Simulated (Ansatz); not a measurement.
C2H5 (SMILES [CH2]C) moved off its minimum; all values from Ansatz (a program for electronic structure), cores frozen in correlated methods. Open shells are unrestricted.
(charge 0, multiplicity 2)
```xyz
7

C      0.6826    -0.1234     0.0041
C     -0.7249    -0.0061    -0.1261
H      1.5263     0.7522     0.2760
H      1.3484    -1.0317    -0.1895
H     -1.0614    -0.0876     0.9470
H     -0.9986     1.0646    -0.3572
H     -1.2162    -0.6994    -0.6416
```

```
level               largest force (eV/Å)  on atom  rms difference from CCSD(T)/cc-pVTZ (eV/Å)  dipole (D)
------------------  --------------------  -------  ------------------------------------------  ----------
HF/def2-TZVPP                       8.04       C1                                       0.290        0.33
PBE/def2-TZVPP                      6.42       C1                                       0.276        0.48
r2SCAN/def2-TZVPP                   6.72       C1                                       0.158        0.45
B3LYP/def2-TZVPP                    6.79       C1                                       0.141        0.45
wB97M-V/def2-TZVPP                  6.91       C1                                       0.108        0.44
MP2/cc-pVTZ                         7.31       C1                                       0.095        0.36
CCSD(T)/cc-pVTZ                     7.21       C1                                       0.000        0.38
```

The differences count from one level among others, with limits of its own. Forces at CCSD(T)/cc-pVTZ (eV/Å):

| atom | Fx | Fy | Fz |
|---|---|---|---|
| C1 | 7.201 | 0.400 | -0.077 |
| C2 | -0.096 | 4.581 | 3.906 |
| H3 | -3.063 | -1.885 | -0.628 |
| H4 | -1.663 | 0.881 | 0.147 |
| H5 | -0.473 | -0.058 | -0.605 |
| H6 | -0.037 | -1.180 | -0.267 |
| H7 | -1.869 | -2.739 | -2.476 |
